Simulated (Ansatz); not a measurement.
## Ansatz (development build ahead of 0.2.0) run

```yaml
crystal:
  periodic: [false, false, false]
  atoms:
    - { symbol: C, position_ang: [-0.16124, 0.16672, 0.91233] }
    - { symbol: C, position_ang: [0.01874, 0.12788, -0.74607] }
    - { symbol: H, position_ang: [1.13859, -0.00449, 1.3222] }
    - { symbol: H, position_ang: [-0.58045, 0.85391, 1.02998] }
    - { symbol: H, position_ang: [-0.3431, -1.02478, 1.33583] }
    - { symbol: H, position_ang: [0.56961, 0.87939, -1.30682] }
    - { symbol: H, position_ang: [-1.05882, -0.07883, -1.20107] }
    - { symbol: H, position_ang: [0.36516, -1.02587, -1.02704] }
basis:
  gaussian: { orbitals: def2-SVP }
hamiltonian:
  xc: hf
```

The input is written out in the form of the current development build from the run's settings.

The run gave:

- Converged: yes
- Total energy: -78.97102 hartree
- Spin squared of the determinant: 0.000

Caution: stretched shape with no unrestricted run beside it, a lower state can exist.
